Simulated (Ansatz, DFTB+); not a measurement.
## C axis length of rhombohedral A7 Bi: levels of theory against measurement

Reference value: 11.796 Å (measured, low temperature, zero-point motion not removed, hexagonal setting; as tabulated in Arnaud et al. (2016), arXiv:1602.08959).

Q: Put these levels in order of the c axis length that they give for rhombohedral A7 Bi, smallest first: GFN1-xTB as cut by DFTB+, PBE (Ansatz, a first-principles code), PBE-D3(BJ) (Ansatz), r²SCAN+rVV10 (Ansatz).

A: PBE-D3(BJ) (11.654 Å), GFN1-xTB as cut by DFTB+ (11.973 Å), r²SCAN+rVV10 (12.059 Å), PBE (12.195 Å)

Differences against the reference: GFN1-xTB as cut by DFTB+ +1.50 %, PBE +3.38 %, PBE-D3(BJ) -1.20 %, r²SCAN+rVV10 +2.23 %.

The reference isn't brought to a static lattice, while the calculations are for one, so the differences are not the levels' errors alone.  Density-functional levels without +SOC have no spin–orbit coupling. PBE: the cell comes from a level without a dispersion term, which matters for the spacing of layers, chains or molecules. GFN1-xTB as cut by DFTB+: the method was fitted mainly to molecules. GFN1-xTB as cut by DFTB+: codes differ in how they cut the long-range tail of xTB's charge interaction in a crystal, so the value belongs to this code. Cutoffs and k meshes differ between the levels. Ansatz's density-functional and Hartree–Fock values are scalar-relativistic unless marked +SOC, with PAW data made under PBE.

Differences are worked out from the printed values.
